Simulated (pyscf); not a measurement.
**Four-centre exchange: formaldehyde (H₂C=O) + water (H₂O) -> formic acid (O=CH–OH) + hydrogen (H₂)**

Gas phase, singlet surface, charge 0. Bonds broken: C1–H3, O5–H6. Bonds formed: C1–O5, H3–H6. PySCF, gas phase, ωB97X-D3(BJ)/def2-SVP geometries.

Transition state (Å):

```xyz
7

C     -1.1651    -0.0380     0.1873
O     -0.8399    -0.3809     1.2804
H     -1.1295    -1.1050    -0.8704
H     -2.0864     0.4728    -0.1459
O     -0.0126     0.6695    -0.7485
H     -0.4151    -0.4271    -1.1515
H      0.8104     0.4940    -0.2620
```

One imaginary mode, 1851i cm⁻¹; descent along it reached the two sides named.

```
bond   change  reactant side (Å)  saddle  product side
-----  ------  -----------------  ------  ------------
C1–H3  breaks              1.118   1.503           3.9
O5–H6  breaks              0.966   1.236         2.589
C1–O5   forms                2.7   1.645         1.341
H3–H6   forms                2.9   1.024         0.761
```

Electronic energies relative to the separated reactants (kcal/mol):

| level | barrier | reaction energy | reverse barrier |
|---|---|---|---|
| ωB97X-D3(BJ)/def2-TZVP | 62.5 | -7.3 | 69.8 |
| PBE/def2-TZVP | 49.0 | -9.5 | 58.5 |
| r²SCAN/def2-TZVP | 52.3 | -10.2 | 62.5 |
| B3LYP-D3(BJ)/def2-TZVP | 59.6 | -7.4 | 67.0 |
| PBE0-D3(BJ)/def2-TZVP | 56.2 | -8.0 | 64.2 |
| M06-2X/def2-TZVP | 62.7 | -8.0 | 70.7 |
| ωB97M-D3(BJ)/def2-TZVP | 61.8 | -6.6 | 68.3 |
| HF/def2-TZVP | 88.5 | -3.8 | 92.3 |

With ωB97M-D3(BJ)/def2-TZVP energies and thermal terms (ideal gas, 1 atm, RRHO with modes under 100 cm⁻¹ raised to 100, one conformer, R ln 2 for chiral ones without a mode under 150 cm⁻¹), in kcal/mol:

```json
[
 {"T (K)": "298", "ΔH‡": "59.6", "ΔG‡": "69.8", "ΔH": "-9.2", "ΔG": "-7.1"},
 {"T (K)": "600", "ΔH‡": "59.4", "ΔG‡": "80.3", "ΔH": "-8.5", "ΔG": "-5.3"},
 {"T (K)": "900", "ΔH‡": "60.1", "ΔG‡": "90.6", "ΔH": "-7.7", "ΔG": "-3.8"},
 {"T (K)": "1200", "ΔH‡": "61.0", "ΔG‡": "100.6", "ΔH": "-7.0", "ΔG": "-2.7"}
]
```

The same reactants have a lower exit, to HO–CH₂–OH (barrier +33.0 kcal/mol at ωB97M-D3(BJ)/def2-TZVP, against +61.8 kcal/mol here). One saddle was located; it need not be the lowest between these sides.
